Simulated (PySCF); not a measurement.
Species: pentanal, C₅H₁₀O.
SMILES: `O=CCCCC`

Torsions of this conformer, `[CH3:1][CH2:2][CH2:3][CH2:4][CH:5]=[O:6]`: C1–C2–C3–C4 180°, C2–C3–C4–C5 -179°, C3–C4–C5–O6 0°.

The closed-shell ground state was solved at several levels (PySCF, density fitting, gas phase, non-relativistic). Isolated species at its PBE0-D3(BJ)/def2-TZVP geometry (one conformer only).

```
           level  basis functions  HOMO (eV)  LUMO (eV)  gap (eV)  dipole (D)
   PBE0/pcSseg-2              356      -7.40      -0.59      6.81        2.78
wB97X-D/pcSseg-2              356      -9.31       1.31     10.62        2.81
  B97-2/pcSseg-2              356      -7.12      -0.67      6.45        2.76
```

(1) What might KT3/pcSseg-2 (356 basis functions) give for the same quantities?

(2) Over all these levels, which gives the widest orbital gap and which the narrowest?

(3) In the pcSseg-2 basis, how does the gap go with the fixed share of exact exchange?

(4) How far do the dipole and the HOMO energy spread over the levels?

## Answers

(1) HOMO -6.00 eV, LUMO -1.72 eV, gap 4.28 eV, dipole 2.62 D.

(2) wB97X-D/pcSseg-2 (range-separated hybrid) has the widest, 10.62 eV, and KT3/pcSseg-2 (GGA) the narrowest, 4.28 eV. From the narrowest to the widest the HOMO moves by -3.31 eV and the LUMO by +3.03 eV.

(3) KT3 (0 %) 4.28 eV; B97-2 (21 %) 6.45 eV; PBE0 (25 %) 6.81 eV. Each rise in the share widens the gap here.

(4) The dipole runs from 2.62 to 2.81 D (mean 2.74 D) and the HOMO from -9.31 to -6.00 eV.
